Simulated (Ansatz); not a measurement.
Ansatz (an electronic-structure program) input (wB97X-V/def2-TZVP):

Ansatz 0.2 input:
```yaml
crystal:
  periodic: [false, false, false]
  atoms:
    - {symbol: Li, position_ang: [-0.00000000, -0.00000000, -1.17116215]}
    - {symbol: F, position_ang: [0.00000000, 0.00000000, 0.39038738]}
basis:
  gaussian:
    orbitals: def2-TZVP
hamiltonian:
  xc: {name: wB97X-V}
relax: {f_tol: 0.003, max_steps: 100}
```

End of the output:

```
integrals: 0.05 GiB planned
98 factors; integrals over basis functions are off by at most 1.8e-5 eV
mean field: 0.12 GiB planned
mean field evaluation 1: about -2919.5288 eV, gradient 4.8e1 eV
mean field evaluation 2: about -2916.9401 eV, gradient 6.9e1 eV
mean field evaluation 4: about -2923.1403 eV, gradient 5.6e-1 eV
mean field evaluation 8: about -2923.1499 eV, gradient 3.5e-3 eV
mean field -2923.14985537 eV, -107.4237758027 hartree, gradient 2.1e-5 eV, S^2 0.000000; 0 other end points of the search recorded, 0 dependent functions left out
the calculation of the forces begins
reference -2923.14985346 eV, -107.4237757326 hartree; 6, 6 occupied and 39, 39 virtual orbitals, 285 factors
relax step   1: F+E_penalty+E_count = -2923.14985537 eV  Δ(F+E_penalty+E_count) = +0.000e0 eV  max|allowed force component| = 1.073e-1 eV/Å  Δτ_max = 0.0000 Å  (24 SCF iters, accepted)
these checks for a lower state are left out or cut short: starts, cluster_reference, orbital_swaps, neighbouring_geometries, increment
integrals: 0.02 GiB planned
285 factors; their error is unknown
integrals: 0.05 GiB planned
98 factors; integrals over basis functions are off by at most 1.8e-5 eV
mean field: 0.12 GiB planned
mean field evaluation 16: about -2923.1501 eV, gradient 8.5e-2 eV
mean field -2923.15009171 eV, -107.4237844882 hartree, gradient 7.3e-5 eV, S^2 0.000000; 0 other end points of the search recorded, 0 dependent functions left out
the calculation of the forces begins
reference -2923.15008980 eV, -107.4237844180 hartree; 6, 6 occupied and 39, 39 virtual orbitals, 285 factors
relax step   2: F+E_penalty+E_count = -2923.15009171 eV  Δ(F+E_penalty+E_count) = -2.363e-4 eV  max|allowed force component| = 6.188e-2 eV/Å  Δτ_max = 0.0014 Å  (19 SCF iters, accepted)
these checks for a lower state are left out or cut short: starts, cluster_reference, orbital_swaps, neighbouring_geometries, increment
integrals: 0.02 GiB planned
285 factors; their error is unknown
integrals: 0.05 GiB planned
98 factors; integrals over basis functions are off by at most 1.8e-5 eV
mean field: 0.12 GiB planned
mean field -2923.15021121 eV, -107.4237888795 hartree, gradient 8.3e-6 eV, S^2 0.000000; 0 other end points of the search recorded, 0 dependent functions left out
the calculation of the forces begins
reference -2923.15020930 eV, -107.4237888094 hartree; 6, 6 occupied and 39, 39 virtual orbitals, 285 factors
relax step   3: F+E_penalty+E_count = -2923.15021121 eV  Δ(F+E_penalty+E_count) = -1.195e-4 eV  max|allowed force component| = 7.433e-4 eV/Å  Δτ_max = 0.0019 Å  (22 SCF iters, accepted)
integrals: 0.02 GiB planned
285 factors; their error is unknown
integrals: 0.05 GiB planned
98 factors; integrals over basis functions are off by at most 1.8e-5 eV
mean field: 0.12 GiB planned
mean field evaluation 32: about -2923.1407 eV, gradient 5.7e-1 eV
mean field -2923.15021121 eV, -107.4237888795 hartree, gradient 8.5e-6 eV, S^2 0.000000; 1 other end points of the search recorded, 0 dependent functions left out
the calculation of the forces begins
reference -2923.15020930 eV, -107.4237888094 hartree; 6, 6 occupied and 39, 39 virtual orbitals, 285 factors
Total energy: -2923.15020930 eV, -107.4237888094 hartree
Atom 0 at     0.000000    -0.000000    -1.174474 Å, force    -0.000000    -0.000000    -0.000743 eV/Å
Atom 1 at    -0.000000     0.000000     0.393700 Å, force    -0.000000    -0.000000     0.000743 eV/Å
Dipole moment:     0.000000     0.000000    -1.299648 e Å
```
